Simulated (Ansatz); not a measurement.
# H₂O₂ (SMILES OO): single points off equilibrium

The task here is to estimate one member of a computed series from the others.

The runs use Ansatz 0.2.0, Gaussian basis; single points in def2-TZVPP.

Cores are frozen in the correlated methods. B3LYP uses VWN-RPA correlation.

### The starting structure

SMILES `OO`, 4 atoms, charge 0, spin multiplicity 1.

Atoms are counted from 1 here; the program's logs count them from 0.

Bond lengths: O1–O2 1.369 Å, O1–H3 1.051 Å, O2–H4 0.850 Å. Angles: O2–O1–H3 110.7°, O1–O2–H4 102.0°.

Coordinates:

```tsv
atom	x (Å)	y (Å)	z (Å)
O1	-0.2402	-0.6064	-0.1150
O2	0.2281	0.6651	0.0776
H3	0.0483	-1.2332	0.6775
H4	-0.1286	1.0848	-0.5694
```

The first run:

run/in.yaml reads:

```yaml
crystal:
  periodic: [false, false, false]
  atoms:
    - {symbol: O, position_ang: [-0.240200, -0.606400, -0.115000]}
    - {symbol: O, position_ang: [0.228100, 0.665100, 0.077600]}
    - {symbol: H, position_ang: [0.048300, -1.233200, 0.677500]}
    - {symbol: H, position_ang: [-0.128600, 1.084800, -0.569400]}
basis:
  gaussian: {orbitals: def2-TZVPP}
correlation: {method: ccsd_t}
output: {forces: true}
```

No record of the launch command was kept for these runs.

Among the steps run: CCSD(T)/def2-TZVPP; PBE0-D4/def2-TZVPP; wB97M-V/def2-TZVPP; r2SCAN-D4/def2-TZVPP; PBE-D4/def2-TZVPP; CAM-B3LYP-D4/def2-TZVPP; B3LYP-D4/def2-TZVPP.

One table of the session follows, with a row left open; its other results are not shown here.

| method | RMS force component (eV/Å) | angle to CCSD(T) forces (°) | dipole (D) |
| --- | --- | --- | --- |
| CCSD(T) | 4.132 | reference | 0.36 |
| PBE0-D4 | ? | ? | ? |
| wB97M-V | 4.066 | 2.8 | 0.38 |
| r2SCAN-D4 | 4.131 | 0.8 | 0.36 |
| PBE-D4 | 4.258 | 3.4 | 0.35 |
| CAM-B3LYP-D4 | 4.049 | 3.8 | 0.39 |
| B3LYP-D4 | 4.097 | 1.2 | 0.37 |

Q: Estimate the row for PBE0-D4 from the others.

As computed: RMS force component (eV/Å): 4.040; angle to CCSD(T) forces (°): 4.6; dipole (D): 0.38. In the column «RMS force component (eV/Å)» it is the lowest.
